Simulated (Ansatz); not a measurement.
This script drives the Ansatz DFT code, driven from Python.

`conformers.py`:
```python
"""Rank force-field conformers of C5H7Cl by single points."""

import ansatz as az
from rdkit import Chem
from rdkit.Chem import AllChem


def main() -> None:
    rd = Chem.AddHs(Chem.MolFromSmiles("C=C1CC1CCl"))
    ids = list(AllChem.EmbedMultipleConfs(rd, numConfs=20, randomSeed=450, pruneRmsThresh=0.4))
    field = [energy for _, energy in AllChem.MMFFOptimizeMoleculeConfs(rd)]
    distinct = {round(e, 2): i for i, e in zip(ids, field)}
    chosen = sorted(distinct.items())[:3]
    found = []
    for force_field, index in chosen:
        system = az.Crystal.molecule()
        for atom, xyz in zip(rd.GetAtoms(), rd.GetConformer(index).GetPositions()):
            system = system.atom(atom.GetSymbol(), xyz.round(5).tolist())
        job = (
            system.calculation()
            .basis(gaussian="def2-SVP")
            .functional("r2scan")
        )
        found.append(job.run().report["free_energy_ev"])
    print("conformer   MMFF (kcal/mol)   this level (kJ/mol)")
    for (force_field, index), e in zip(chosen, found):
        print(f"{index:9d} {force_field - chosen[0][0]:17.2f} {96.485332 * (e - min(found)):17.3f}")


if __name__ == "__main__":
    main()
```

It is started by `python conformers.py`. Estimate its wall time and peak memory on 1 thread of Arm Neoverse V1, with other jobs on the host.

It took about 24 s, with a peak of 0.3 GiB, for 3 runs of the engine.

Running `python conformers.py` prints:
```text
conformer   MMFF (kcal/mol)   this level (kJ/mol)
        5              0.00             0.407
        3              0.64             0.000
        2              4.16             3.407
```

The settings weren't tested for convergence. The conformers keep their force-field geometries.

(Lines on the test bed's own set-up are left out of the output.)
